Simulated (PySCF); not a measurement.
Oxygen: a sound run and one with changed settings

Sound run: O [He] 2s2 2p4, O⁺ [He] 2s2 2p3. All numbers are calculated (PySCF 2.14, scalar relativity by spin-free X2C-1e, in x2c-SVPall). The sound run starts from symmetry-adapted Hartree-Fock orbitals and uses a fine grid where one is needed.

Changed run: 26 angular points. This setting is unsound on purpose.

```tsv
species	method	sound run (hartree)	changed run (hartree)	converged
O	UHF	-74.77172	-74.77172	yes
O	M06-2X	-75.02589	-75.02736	yes
O	r2SCAN	-75.01594	-75.01788	yes
O⁺	UHF	-74.32809	-74.32809	yes
O⁺	M06-2X	-74.52534	-74.52534	yes
O⁺	r2SCAN	-74.51457	-74.51457	yes
```

Ionisation energy of O:

```
method  sound run (eV)  changed run (eV)
   UHF          12.072            12.072
M06-2X          13.621            13.661
r2SCAN          13.643            13.696
```

A coarse angular grid integrates products of high-l functions wrongly, so density functionals can shift, and the SCF can exploit the error; Hartree-Fock and MP2 need no grid.

For comparison, NIST gives 13.618 eV between the lowest levels.
